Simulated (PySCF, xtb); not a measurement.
CHN, charge +1, multiplicity 2. Atoms are numbered in the order given.

```xyz
3

C      0.0000     0.0000     0.7257
N      0.0000     0.0000    -0.4157
H      0.0000     0.0000    -1.4442
```
Charge +1, spin multiplicity 2.

Coordinates come from a PBE-D3(BJ)/def2-TZVPD optimisation. The multiplicity is an assumed one; other spin states were not compared.

Level of theory: IEF-PCM-M06-2X/def2-TZVPD in PySCF.

The values are the electrostatic part of the solvation free energy, E(continuum) − E(gas) at the gas-phase geometry, in a cavity of scaled van der Waals radii (PySCF's table); cavitation and dispersion terms are not included.

| solvent | ε | ΔG(elec) (kcal/mol) |
|---|---|---|
| water | 78.36 | -74.7 |
| cyclohexanone | 15.62 | -70.8 |
| chloroform | 4.71 | -59.5 |

For comparison, GFN2-xTB/ALPB(water) (xtb, at the GFN2-xTB geometry, all terms of that model) gives -84.2 kcal/mol.
